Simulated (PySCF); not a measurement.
Species: C4H6S.
Cartesian coordinates in Å at the PBE0-D3(BJ)/def2-SVP level; atoms count from 1:
```xyz
11
C4H6S angstrom
C      2.6468    0.0716    0.4096
C      1.7024   -0.3808   -0.2095
S      0.4419   -1.0230   -1.1236
C     -0.9873   -0.6900   -0.0318
C     -1.2622    0.7812    0.1906
H      3.4841    0.4676    0.9533
H     -1.8191   -1.1871   -0.5556
H     -0.8224   -1.2284    0.9134
H     -1.4628    1.2960   -0.7604
H     -2.1367    0.9099    0.8479
H     -0.4016    1.2712    0.6701
```

Computed with core-valence-separated Tamm–Dancoff BHandHLYP/aug-pcX-1 (pcseg-1 on H, def2-SVPD on S) in PySCF, non-relativistic, gas phase, PBE0-D3(BJ)/def2-SVP geometry. Absolute energies from this functional tend to lie a few eV below measured edges; no shift was applied.

The lowest roots of each edge with f over 0.003 (five at most, numbered afresh; weaker and dark ones are left out), with transition dipoles (au) in the frame of the coordinates:

```tsv
root	edge	E (eV)	f	μx	μy	μz
1	C	282.99	0.0606	-0.0586	0.0249	0.0685
2	C	283.82	0.0479	0.0545	-0.0230	-0.0582
3	C	284.10	0.0646	-0.0118	0.0858	-0.0422
4	C	284.20	0.0506	-0.0100	0.0755	-0.0382
5	C	285.04	0.0537	-0.0705	0.0109	0.0509
```

Question: Molecules are fixed in this frame and the field points along x. What effective strengths 3 f cos²θ do the roots have (θ between field and μ)?

Answer: root 1 (C1): 0.071, root 2 (C2): 0.062, root 3 (C1): 0.003, root 4 (C2): 0.002, root 5 (C4): 0.104. Root 5 is the strongest. Averaged over all orientations cos²θ is 1/3, which gives f back.

One conformer stands for the species.
